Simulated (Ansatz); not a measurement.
**How far each method lies from full CI for SbH$_{2}$⁺, triplet**

Geometry: displaced at random from a stationary point.

```xyz
3

Sb   -0.0004   -0.0139    0.0005
H    -0.0012    0.8074   -1.4794
H     0.0468    0.8667    1.4156
```

Basis def2-SVP with its core potentials; Ansatz 0.2.0. Only valence electrons are correlated (noble-gas cores and the filled d shells of p-block atoms frozen), which leaves 6 electrons in 27 orbitals. R marks a restricted (for open shells ROHF) determinant, U an unrestricted one. Active spaces: valence = (6e, 6o) chosen from the atoms' valence shells. No spin–orbit coupling is included; scalar relativity enters through the core potentials alone.

Full CI is exact within this basis and frozen core; it isn't the basis-set limit. The frozen core follows each run's orbitals, which can shift R against U totals by a few meV for light atoms and by up to 0.1 eV past Ca.

For open shells CISD is restricted-active-space CI with the open shells as a complete middle space.

```
UHF ⟨S²⟩                          : 2.005
T1 diagnostic (RCCSD)             : 0.0181
largest doubles amplitude (RCCSD) : 0.060
```

```tsv
level	E − E(RHF) (eV)
RMP2	-1.8370
RCCSD	-2.3952
RCCSD(T)	-2.4456
```

(1) Estimate how far full CI in def2-SVP lies from RCCSD(T). The table doesn't fix it; the size of (T) and the diagnostics are the guide.

(1) Full CI in def2-SVP lies 1.6 kJ/mol below RCCSD(T), which is 33 % of the (T) step (-4.9 kJ/mol). The diagnostics give no warning, yet the rest is a sizeable part of (T).

The other levels:

```
                   level  E − E(full CI) (kJ/mol)  share of correlation (%)  wall time
                    CISD                     11.0                     95.35     0.45 s
                 BCCD(T)                      1.6                     99.34     0.54 s
                  RCCSDT                      0.0                     99.99          –
               RCCSDT(Q)                     -0.1                    100.03      3.1 s
  CASSCF (valence space)                    139.6                     41.25          –
  NEVPT2 (valence space)                     37.8                     84.09      0.6 s
  MRCISD (valence space)                      4.3                     98.18          –
MRCISD+Q (valence space)                     -0.1                    100.04     0.81 s
```

The correlation energy at full CI, counted from RHF, is -2.462 eV. That run took 16 s on 1 thread of Intel Xeon 6975P-C, shared host over 4,258,800 determinants.

Run but not shown, since their state or frozen core can't be matched to the reference's or they repeat it: UHF, UMP2, UCCSD, UCCSD(T), UCCSDT, UCCSDT(Q).

Times hold each run's SCF and search for its determinant on a shared host, so for small cases they say little of a method's own cost; they ran on 1 thread of Intel Xeon 6975P-C.

The full-CI state has the irrep A'' of Cs, in the program's axes.

Natural occupations of full CI about the gap: 1.960 1.936 0.996 0.991 0.040 0.027 0.008 0.007 0.007 0.006; effectively unpaired electrons, Σ n²(2−n)², 2.03.
